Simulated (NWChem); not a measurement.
Correlation energy of N (+1)

```
N
```
Charge +1, spin multiplicity 3.

Everything below was run with NWChem.

Basis set: def2-QZVP. Each correlation energy counts from its own Hartree-Fock reference.

The correlated methods keep 1 core orbital frozen. The stability of the SCF solutions was not checked. Open-shell Hartree-Fock references start from PBE0 orbitals. Coupled-cluster values serve here as a point of comparison, not as the truth.

**Question.** One of these methods gave a correlation energy of -77.1 mHa. Which?
(A) CCSD on ROHF
(B) SCS-UMP2
(C) UMP2
(D) CCSD(T) on UHF

**Answer.** C, UMP2. The others give -102.5 (CCSD on ROHF), -98.7 (CCSD(T) on UHF), -80.5 (SCS-UMP2).
